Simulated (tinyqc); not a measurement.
UHF in the sto-3g basis, for H2O, spin multiplicity 3, step by step. One step of it, computed by the program tinyqc.

Problem. Orthogonalisation. S = U s U^T; canonical form X = U s^(-1/2), so that X^T S X = 1. Each column of U has its largest component positive (the first on a tie).

overlap S, lower triangle:
```
           1O 1s     1O 2s    1O 2px     1O 2py    1O 2pz     2H 1s     3H 1s
1O 1s   1.000000
1O 2s   0.236704  1.000000
1O 2px  0.000000  0.000000  1.000000
1O 2py  0.000000  0.000000  0.000000   1.000000
1O 2pz  0.000000  0.000000  0.000000   0.000000  1.000000
2H 1s   0.020446  0.248992  0.000000   0.205311  0.123256  1.000000
3H 1s   0.018848  0.233867  0.000000  -0.194650  0.116919  0.061462  1.000000
```

Give: eigenvalues of S; X.

Solution.

eigenvalues of S: 0.5931  0.6856  0.9043  1.0000  1.0873  1.2534  1.4763

X:
```
              1        2        3       4        5        6       7
1O 1s   -0.4712   0.0579   0.6516  0.0000  -0.5721  -0.0211  0.2917
1O 2s    0.8973  -0.0799  -0.2177  0.0000  -0.2501  -0.0230  0.5248
1O 2px   0.0000   0.0000   0.0000  1.0000   0.0000   0.0000  0.0000
1O 2py   0.0806   0.8030  -0.0069  0.0000  -0.0038   0.6644  0.0231
1O 2pz   0.3098  -0.0204   0.6933  0.0000   0.6472  -0.0036  0.1889
2H 1s   -0.5911  -0.5890  -0.2675  0.0000   0.2284   0.4064  0.3917
3H 1s   -0.4551   0.6758  -0.2856  0.0000   0.2426  -0.4362  0.3567
```
